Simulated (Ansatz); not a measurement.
Geometry optimisation, Ansatz, RKS B3LYP-D4/def2-SVP.

input.yaml

```yaml
crystal:
  periodic: [false, false, false]
  atoms:
    - { symbol: C, position_ang: [-1.0592, 1.2183, -0.6526] }
    - { symbol: Mg, position_ang: [0.1194, -0.2592, 0.2658] }
    - { symbol: "N", position_ang: [1.2736, -1.7155, 1.1475] }
    - { symbol: H, position_ang: [-1.8958, 0.7927, -1.1735] }
    - { symbol: H, position_ang: [-0.5032, 1.8135, -1.4285] }
    - { symbol: H, position_ang: [-1.478, 1.9811, 0.1094] }
    - { symbol: H, position_ang: [1.51603, -1.37436, 2.16551] }
    - { symbol: H, position_ang: [0.69374, -2.54688, 1.32173] }
basis:
  gaussian: { orbitals: def2-SVP }
hamiltonian:
  xc: b3lyp
  dispersion: d4
relax:
  f_tol: 0.015
  max_steps: 40
```

Run as:

```bash
$ ansatz run input.yaml --threads 1 --pin off --max-ram 2048MiB --backend cpu --events-out ev --progress --plain --runs-dir out
```

Task: Where does it end, and by what steps?

Result: The forces met the threshold. After 5 steps the energy has fallen by 0.406 eV; N3 moved furthest, 0.38 Å.

```json
{"step": "0", "energy less start (eV)": "0.0000", "largest force component (eV/Å)": "2.219", "accepted": "yes"}
{"step": "1", "energy less start (eV)": "-0.2539", "largest force component (eV/Å)": "1.211", "accepted": "yes"}
{"step": "2", "energy less start (eV)": "-0.3885", "largest force component (eV/Å)": "0.511", "accepted": "yes"}
{"step": "3", "energy less start (eV)": "-0.4047", "largest force component (eV/Å)": "0.104", "accepted": "yes"}
{"step": "4", "energy less start (eV)": "-0.4058", "largest force component (eV/Å)": "0.022", "accepted": "yes"}
{"step": "5", "energy less start (eV)": "-0.4059", "largest force component (eV/Å)": "0.004", "accepted": "yes"}
```

```xyz
8
Properties=species:S:1:pos:R:3
C -1.057 1.229 -0.651
Mg 0.005 -0.249 0.384
N 0.968 -1.588 1.327
H -1.914 0.804 -1.204
H -0.425 1.753 -1.390
H -1.464 1.996 0.031
H 1.677 -1.438 2.042
H 0.877 -2.597 1.217
```

Time of the run: 6.1 s on 1 thread of AMD EPYC 9R45 96-Core Processor (Zen 5), on a shared host, peak memory 0.15 GiB.
